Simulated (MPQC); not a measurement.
# HNO3 (SMILES O=NOO): B3LYP/6-31G(d) (spherical functions), part 2 of 2

MPQC 2.3.1.

### 3 The distorted shape at the same level

Input file mol.in:

```
% HNO3
molecule<Molecule>: (
    symmetry = c1
    unit = angstrom
    { atoms geometry } = {
        O  [ -0.505486      -1.104481       1.058334 ]
        N  [ -1.513606      -0.897471       0.480064 ]
        O  [ -1.416926       0.019359      -0.509726 ]
        O  [ 0.508600       0.826880      -0.747550 ]
        H  [ 1.001920       0.348200      -0.043280 ]
    }
)
basis<GaussianBasisSet>: (
    name = "6-31G*"
    molecule = $:molecule
    basisdir = "."
    puream = yes
)
mpqc: (
    checkpoint = no
    savestate = no
    restart = no
    do_energy = yes
    do_gradient = no
    optimize = no
    mole<CLKS>: (
        molecule = $:molecule
        basis = $:basis
        total_charge = 0
        memory = 1000000000
        print_evals = yes
        print_npa = yes
        maxiter = 120
        value_accuracy = 1e-08
        functional<StdDenFunctional>: ( name = "B3LYP" )
        integrator<RadialAngularIntegrator>: ( grid = xfine )
        guess_wavefunction<CLHF>: (
            molecule = $:molecule
            total_charge = 0
            memory = 1000000000
            value_accuracy = 1e-3
            basis<GaussianBasisSet>: (
                name = "MINI (Huzinaga)"
                molecule = $:molecule
            )
        )
    )
)
```

The basis set 6-31G* is read from a file made from the Basis Set Exchange's data (not shown).

The run is started by

```console
$ mpqc -o mol.out mol.in
```

Output:

```text
MPQC: Massively Parallel Quantum Chemistry
                                   Version 2.3.1

  Using IntegralV3 by default for molecular integrals evaluation

      CLSCF::init: total charge = 0

      docc = [ 16 ]
      nbasis = 21

  CLSCF::init: total charge = 0

  docc = [ 16 ]
  nbasis = 58

  Molecular formula HNO3

  MPQC options:
    matrixkit     = <ReplSCMatrixKit>
    restart       = no
    checkpoint    = no
    savestate     = no
    do_energy     = yes
    do_gradient   = no
    optimize      = no
    write_pdb     = no
    print_mole    = yes
    print_timings = yes

  SCF::compute: energy accuracy = 1.0000000e-08

  nuclear repulsion energy =  110.1741007841

  integral intermediate storage = 311851 bytes
  integral cache = 999660773 bytes
  Projecting guess wavefunction into the present basis set

      SCF::compute: energy accuracy = 1.0000000e-03

      nuclear repulsion energy =  110.1741007841

      integral intermediate storage = 90563 bytes
      integral cache = 999905741 bytes
      Starting from core Hamiltonian guess

      Using symmetric orthogonalization.
      n(basis):            21
      Maximum orthogonalization residual = 1.94039
      Minimum orthogonalization residual = 0.240703
      Beginning iterations.  Basis is MINI (Huzinaga).
      iter     1 energy = -275.9335475737 delta = 4.73486e-01
      iter     2 energy = -273.7176230130 delta = 3.03367e-01
      iter     3 energy = -276.5447681990 delta = 2.78755e-01
      iter     4 energy = -277.0720461982 delta = 8.82580e-02
      iter     5 energy = -277.2919564619 delta = 7.14002e-02
      iter     6 energy = -277.3162479813 delta = 3.01978e-02
      iter     7 energy = -277.3187848564 delta = 1.14683e-02
      iter     8 energy = -277.3270317551 delta = 8.48989e-03
      iter     9 energy = -277.3364502703 delta = 1.59131e-02
      iter    10 energy = -277.3387566210 delta = 9.46828e-03
      iter    11 energy = -277.3392621019 delta = 4.25009e-03
      iter    12 energy = -277.3393559149 delta = 1.71771e-03
      iter    13 energy = -277.3394008545 delta = 1.76602e-03

      HOMO is    16   A =  -0.443355
      LUMO is    17   A =  -0.056848

      total scf energy = -277.3394008545

      Projecting the guess density.

        The number of electrons in the guess density = 32
        Using symmetric orthogonalization.
        n(basis):            58
        Maximum orthogonalization residual = 3.57809
        Minimum orthogonalization residual = 0.00758366
        The number of electrons in the projected density = 31.951

  Beginning iterations.  Basis is 6-31G*.
  Integrated electron density error = -0.000200140723
  iter     1 energy = -280.3414185676 delta = 1.36317e-01
  Integrated electron density error = 0.000046823164
  iter     2 energy = -280.6769679061 delta = 2.50841e-02
  Integrated electron density error = 0.000084228608
  iter     3 energy = -280.2797312469 delta = 2.72053e-02
  Integrated electron density error = 0.000052136557
  iter     4 energy = -280.7140710505 delta = 2.41567e-02
  Integrated electron density error = 0.000061129222
  iter     5 energy = -280.7236854144 delta = 1.20862e-02
  Integrated electron density error = 0.000055588949
  iter     6 energy = -280.7600655695 delta = 6.44481e-03
  Integrated electron density error = -0.000011311416
  iter     7 energy = -280.7599451486 delta = 1.55142e-03
  Integrated electron density error = -0.000011322172
  iter     8 energy = -280.7606318306 delta = 1.02324e-03
  Integrated electron density error = -0.000011295988
  iter     9 energy = -280.7606665150 delta = 2.29867e-04
  Integrated electron density error = 0.000000019682
  iter    10 energy = -280.7606769215 delta = 7.44219e-05
  Integrated electron density error = 0.000000019687
  iter    11 energy = -280.7606772041 delta = 4.02619e-05
  Integrated electron density error = 0.000000019684
  iter    12 energy = -280.7606773542 delta = 1.27947e-05
  Integrated electron density error = 0.000000019682
  iter    13 energy = -280.7606773731 delta = 9.00903e-06
  Integrated electron density error = 0.000000019715
  iter    14 energy = -280.7606773648 delta = 9.87755e-07
  Integrated electron density error = 0.000000019716
  iter    15 energy = -280.7606773650 delta = 1.20300e-06
  Integrated electron density error = 0.000000019716
  iter    16 energy = -280.7606773654 delta = 5.79089e-07
  Integrated electron density error = 0.000000019716
  iter    17 energy = -280.7606773654 delta = 2.38330e-07
  Integrated electron density error = 0.000000019716
  iter    18 energy = -280.7606773654 delta = 5.25263e-08
  Integrated electron density error = 0.000000019717
  iter    19 energy = -280.7606773654 delta = 2.88170e-08

  A
        1  -19.28082    2.00000
        2  -19.26756    2.00000
        3  -19.22309    2.00000
        4  -14.57048    2.00000
        5   -1.26955    2.00000
        6   -1.06567    2.00000
        7   -0.98349    2.00000
        8   -0.68438    2.00000
        9   -0.56494    2.00000
       10   -0.54565    2.00000
       11   -0.54046    2.00000
       12   -0.45915    2.00000
       13   -0.37345    2.00000
       14   -0.36892    2.00000
       15   -0.32314    2.00000
       16   -0.32192    2.00000
       17   -0.20610    0.00000
       18   -0.11105    0.00000
       19    0.08544    0.00000
       20    0.14641    0.00000
       21    0.30788    0.00000
       22    0.59122    0.00000
       23    0.60613    0.00000
       24    0.61890    0.00000
       25    0.69419    0.00000
       26    0.76766    0.00000
       27    0.78711    0.00000
       28    0.81050    0.00000
       29    0.83058    0.00000
       30    0.87834    0.00000
       31    0.88608    0.00000
       32    0.96692    0.00000
       33    0.97298    0.00000
       34    1.03006    0.00000
       35    1.11974    0.00000
       36    1.25485    0.00000
       37    1.34930    0.00000
       38    1.35065    0.00000
       39    1.43183    0.00000
       40    1.46335    0.00000
       41    1.52479    0.00000
       42    1.67378    0.00000
       43    1.71326    0.00000
       44    1.74121    0.00000
       45    1.75384    0.00000
       46    1.76708    0.00000
       47    1.78402    0.00000
       48    1.85606    0.00000
       49    2.01530    0.00000
       50    2.10340    0.00000
       51    2.23774    0.00000
       52    2.35278    0.00000
       53    2.39316    0.00000
       54    2.46047    0.00000
       55    2.55063    0.00000
       56    2.64186    0.00000
       57    2.79552    0.00000
       58    2.87055    0.00000

  HOMO is    16   A =  -0.321917
  LUMO is    17   A =  -0.206098

  total scf energy = -280.7606773654
Value of the MolecularEnergy: -280.7606773654

  Closed Shell Kohn-Sham (CLKS) Parameters:
    Function Parameters:
      value_accuracy    = 5.157472e-09 (1.000000e-08) (computed)
      gradient_accuracy = 0.000000e+00 (1.000000e-06)
      hessian_accuracy  = 0.000000e+00 (1.000000e-04)

    Molecule:
      Molecular formula: HNO3
      molecule<Molecule>: (
        symmetry = c1
        unit = "angstrom"
        {  n atoms                        geometry                     }={
           1     O [   -0.5054860000    -1.1044810000     1.0583340000]
           2     N [   -1.5136060000    -0.8974710000     0.4800640000]
           3     O [   -1.4169260000     0.0193590000    -0.5097260000]
           4     O [    0.5086000000     0.8268800000    -0.7475500000]
           5     H [    1.0019200000     0.3482000000    -0.0432800000]
        }
      )
      Atomic Masses:
         15.99491   14.00307   15.99491   15.99491    1.00783

    Electronic basis:
      GaussianBasisSet:
        nbasis = 58
        nshell = 26
        nprim  = 64
        name = "6-31G*"
    Natural Population Analysis:
       n   atom    charge     ne(S)     ne(P)     ne(D)
        1    O   -0.264714  3.743220  4.506919  0.014575
        2    N    0.451872  3.452756  3.079378  0.015994
        3    O   -0.181061  3.838568  4.335225  0.007268
        4    O   -0.464374  3.885387  4.573043  0.005944
        5    H    0.458276  0.541724

    SCF Parameters:
      maxiter = 120
      density_reset_frequency = 10
      level_shift = 0.000000

    CLSCF Parameters:
      charge = 0
      ndocc = 16
      docc = [ 16 ]

    Functional:
      Standard Density Functional: B3LYP
      Sum of Functionals:
        +0.2000000000000000 Hartree-Fock Exchange
        +0.8000000000000000
          Object of type SlaterXFunctional
        +0.7200000000000000
          Object of type Becke88XFunctional
        +0.1900000000000000
          Object of type VWN1LCFunctional
        +0.8100000000000001
          Object of type LYPCFunctional
    Integrator:
      RadialAngularIntegrator:
        Pruned xfine grid employed
                             CPU  Wall
mpqc:                      21.58 21.58
  NAO:                      0.00  0.00
  calc:                    21.57 21.57
    vector:                21.57 21.57
      density:              0.00  0.00
      evals:                0.02  0.02
      extrap:               0.01  0.01
      fock:                21.27 21.27
        accum:              0.00  0.00
        init pmax:          0.00  0.00
        integrate:         16.96 16.96
        local data:         0.00  0.00
        setup:              0.00  0.00
        sum:                0.00  0.00
        symm:               0.00  0.00
      vector:               0.05  0.05
        density:            0.00  0.00
        evals:              0.00  0.00
        extrap:             0.00  0.00
        fock:               0.04  0.04
          accum:            0.00  0.00
          ao_gmat:          0.04  0.04
          init pmax:        0.00  0.00
          local data:       0.00  0.00
          setup:            0.00  0.00
          sum:              0.00  0.00
          symm:             0.00  0.00
  input:                    0.01  0.01
```

Wall time 22 s (1 thread of Arm Neoverse V1, shared host).

### 4 What came out

This closing draws on all 2 parts.

Level: B3LYP/6-31G* (spherical functions).

```
                                                         quantity          value
                                        first shape: total energy  -280.82404 Eh
                                         first shape: HOMO energy       -8.44 eV
                                         first shape: LUMO energy       -2.58 eV
                                       first shape: HOMO–LUMO gap        5.86 eV
                                    distorted shape: total energy  -280.76068 Eh
                                     distorted shape: HOMO energy       -8.76 eV
                                     distorted shape: LUMO energy       -5.61 eV
                                   distorted shape: HOMO–LUMO gap        3.15 eV
energy change with the O3–O4 bond stretched from 1.401 to 2.101 Å       1.724 eV
```

One bond (distorted shape) is far stretched, which a spin-restricted single reference describes badly; a broken-symmetry solution may lie lower. With the O3–O4 bond stretched from 1.401 to 2.101 Å the energy rises by 1.72 eV (40 kcal/mol). The first shape isn't relaxed at this level, so the change isn't measured from a minimum. A restricted reference can't describe the breaking bond well at this length.
